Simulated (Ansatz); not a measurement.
We consider tetradymite Bi₂Te₃, described by PBEsol+SOC (Ansatz, an electronic-structure program, plane waves, PAW).

Run with plane-wave cutoff 520 eV, 10×10×10 k mesh, Fermi–Dirac smearing 0.01 eV, PAW data made under PBE.

Cell (measured lattice):

```cif
data_Bi6Te9
_chemical_formula_sum 'Bi6 Te9'
_space_group_name_H-M_alt 'R-3m :H'
_space_group_IT_number 166
_space_group_name_Hall '-R 3 2"'
_cell_length_a 4.38600
_cell_length_b 4.38600
_cell_length_c 30.49700
_cell_angle_alpha 90.000
_cell_angle_beta 90.000
_cell_angle_gamma 120.000
loop_
_atom_site_label
_atom_site_type_symbol
_atom_site_symmetry_multiplicity
_atom_site_Wyckoff_symbol
_atom_site_fract_x
_atom_site_fract_y
_atom_site_fract_z
_atom_site_occupancy
Bi1 Bi 6 c 0.00000 0.00000 0.40000 1
Te1 Te 3 a 0.00000 0.00000 0.00000 1
Te2 Te 6 c 0.00000 0.00000 0.20950 1
```
(The calculation used a cell of 5 atoms; values per cell refer to that cell.)

Task: What does this level give for the band gap, smallest direct gap on the k points sampled and direct gap at Γ?

Result: 
* **band gap**: 0.06 eV (indirect)
* **smallest direct gap on the k points sampled**: 0.11 eV
* **direct gap at Γ**: 0.69 eV

Note: cell and atoms aren't relaxed at this level (largest force component 0.07 eV/Å).

Static lattice: no zero-point or thermal effects.

Cost on a shared machine: about 40 core-minutes (a rough figure).
